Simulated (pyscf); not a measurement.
A first-order saddle from PySCF, ωB97X-D3(BJ)/def2-SVP:

```
O
H 1 1.1267
H 2 0.9671 1 103.42
Sn 1 2.0071 2 130.30 3 -112.83
H 4 1.7369 1 110.83 2 105.97
H 4 1.7390 5 103.33 1 119.77
```
Charge 0, spin multiplicity 1.

Surface: singlet, charge 0. Lowest wavenumbers (cm⁻¹): 1374i, 309, 391, 426, 565.

Problem. Which two sides does it connect, and which bonds change?

Solution. SnH₂ (SMILES [SnH2]) [singlet] + H₂O (SMILES O) <-> O=SnH₂ (SMILES [O]=[SnH2]) + H₂ (SMILES [H][H]), a concerted two-bond exchange read from left to right: H–O, H–O broken and O–Sn, H–H formed. At ωB97M-D3(BJ)/def2-TZVP it lies +357.3 kJ/mol from the left side and +186.1 kJ/mol from the right (each side as separated species at their lowest minima found). On the reactant side the descent ends in an adduct with a O–Sn contact, 66.6 kJ/mol under the separated species and 422.7 kJ/mol under the saddle at ωB97X-D3(BJ)/def2-TZVP. What is counted as formed (O–Sn) is already present as a longer contact in the reactant adduct; forming that adduct is a step of its own. The same reactants have a lower exit, to HO–SnH: [singlet] + H₂ (barrier +31.7 kJ/mol at ωB97M-D3(BJ)/def2-TZVP, against +357.3 kJ/mol here). O=SnH₂ lies 226.2 kJ/mol over its isomer HO–SnH: [singlet] (electronic energy, ωB97M-D3(BJ)/def2-TZVP). This is the saddle that the search found; another between the same sides may lie lower. A restricted solution here is unstable towards spin polarisation, so biradical character is likely and single-reference numbers are less safe. Elements past Kr carry the def2 core potentials, without spin-orbit coupling.
